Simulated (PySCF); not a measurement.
Sulfur dioxide, O2S, SMILES O=S=O, point group C2v.

Force field and properties: B3LYP/pcSseg-2 (PySCF, grid level 2). Vibrational terms come from second-order perturbation theory with semi-diagonal cubic constants, by steps of ±0.6 along the normal coordinates of each isotopologue. The parent has the commonest isotopes.

Equilibrium geometry (Å):

```tsv
atom	x	y	z
O1	-1.2205	-0.1159	0.2147
S2	0.0107	0.2056	-0.4617
O3	1.2557	-0.0999	0.1967
```

An isotope shift is δ(isotopologue) − δ(parent), that is, the negative of the change in the averaged GIAO shielding; n counts bonds from the nearest label (0: the labelled atom itself). These are computed values; those of heavy atoms are rounded to 5 ppb, about the numerical noise.

**Question.** What isotope shifts arise with ¹⁷O at 1?

**Answer.** 
```
nucleus  n  0 K (ppb)  250 K (ppb)
     O1  0       -240         -235
     S2  1       -125         -120
     O3  2        -75          -75
```

**Question.** What isotope shifts arise with ³³S at 2?

**Answer.** 
```json
{"nucleus": "S2", "n": "0", "0 K (ppb)": "-55", "250 K (ppb)": "-55"}
{"nucleus": "O1", "n": "1", "0 K (ppb)": "-80", "250 K (ppb)": "-75"}
{"nucleus": "O3", "n": "1", "0 K (ppb)": "-80", "250 K (ppb)": "-75"}
```

**Question.** What isotope shifts arise with ¹⁸O at 1, ¹⁸O at 3?

**Answer.** 
```
nucleus  n  0 K (ppb)  250 K (ppb)
     O1  0       -605         -585
     O3  0       -605         -585
     S2  1       -475         -460
```
